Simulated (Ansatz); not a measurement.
Relaxation of CH5Si2 (8 atoms, charge 1, multiplicity 1), to a largest force component of 0.015 eV/Å in at most 40 steps.

These are results of Ansatz, RKS PBE0/def2-SVP, not measurements.

```xyz
8
Properties=species:S:1:pos:R:3
Si -1.359 0.684 -1.381
C 0.181 0.311 -0.678
Si 0.639 -0.510 1.073
H -2.671 0.981 -1.919
H 1.047 0.529 -1.301
H 2.091 -0.387 1.174
H 0.157 -1.881 0.961
H -0.066 0.288 2.072
```

Question: Where does it end, and by what steps?

Answer: It converged. Limits of this set-up: the dipole of an ion depends on the origin. After 22 steps the energy has fallen by 1.186 eV; H8 moved furthest, 1.37 Å. Parted: Si3–H8. Joined: Si1–Si3, Si1–H8.

```csv
step,energy less start (eV),largest force component (eV/Å),accepted
0,0.0000,2.793,yes
1,-0.1302,1.031,yes
2,-0.1517,0.080,yes
3,-0.1536,0.057,yes
4,-0.1638,0.428,yes
5,-0.1740,0.582,yes
6,-0.1921,0.517,yes
7,-0.2102,0.451,yes
8,-0.2343,0.210,yes
9,-0.2369,0.501,yes
10,-0.2540,0.300,yes
11,-0.2896,0.399,yes
12,-0.4051,0.638,yes
13,-0.6297,1.025,yes
14,-0.9626,0.903,yes
15,-1.0426,1.792,yes
16,-1.1032,1.360,yes
17,-1.0980,0.892,no
18,-1.1697,0.389,yes
19,-1.1684,0.465,no
20,-1.1831,0.110,yes
21,-1.1863,0.048,yes
22,-1.1863,0.011,yes
```

```xyz
8
Properties=species:S:1:pos:R:3
Si -1.033 0.615 -0.605
C 0.453 -0.063 -1.057
Si 0.738 -0.475 0.703
H -2.319 1.299 -0.852
H 1.033 -0.215 -1.969
H 1.564 0.389 1.580
H 0.450 -1.826 1.242
H -0.865 0.291 0.960
```

Whether the end is a true minimum wasn't checked by a vibrational analysis.

Run time: 56 s on 1 thread of Arm Neoverse V1, with other jobs on the host, peak memory 0.15 GiB.
